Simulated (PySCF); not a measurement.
Work out the structure from these simulated measurements.

Elements present: C, H and S. Monoisotopic mass: 57.9877 u.

- Rotational structure: rotational constants A, B, C: 287.485, 5.714, 5.602 GHz [PBE0-D3(BJ)/def2-TZVP]
- 13C NMR: chemical shifts (computed TMS as zero) by class: 269.3 (1 C), 51.3 (1 C) ppm [GIAO PBE0/pcSseg-2]
- Triplet: lowest triplet excitation (Tamm–Dancoff): 2.23 eV [TDA CAM-B3LYP/aug-cc-pVTZ]
- Dipole: 1.14 D [CAM-B3LYP/aug-cc-pVTZ]
- UV, strongest line: among the 10 lowest singlet transitions: S7 at 6.63 eV (187 nm, f = 0.499) [TDDFT CAM-B3LYP/aug-cc-pVTZ]
- Polarisability: 48.5 au [CAM-B3LYP/aug-cc-pVTZ]

Electronic properties: PySCF, gas phase, density fitting. Levels stand in brackets. Geometry: PBE0-D3(BJ)/def2-TZVP; no solvent, vibrations or thermal averaging. NMR values are class means; diastereotopic atoms form classes of their own.

Q: Which formula fits the mass and the elements?

A: C2H2S (calculated 57.9877). No other formula that holds each of these elements comes within 0.0003 u with a fitting electron parity and a possible valence count.

Q: Give a SMILES that accounts for the data.

A: Numbering: `[CH2:1]=[C:2]=[S:3]`. Its formula, C2H2S, gives 2 degrees of unsaturation: 0 rings and 2 π bonds in the structure found. 2 carbons fall into 2 classes; from least to most shielded: central carbon of cumulated double bonds [C2] (269.3 ppm), outer carbon of cumulated double bonds [C1] (51.3 ppm). The optimised geometry has point group C2v and is an asymmetric top. Structure: thioketene (`C=C=S`). The assignments are read from this structure; whether some other isomer fits the data as well wasn't checked.
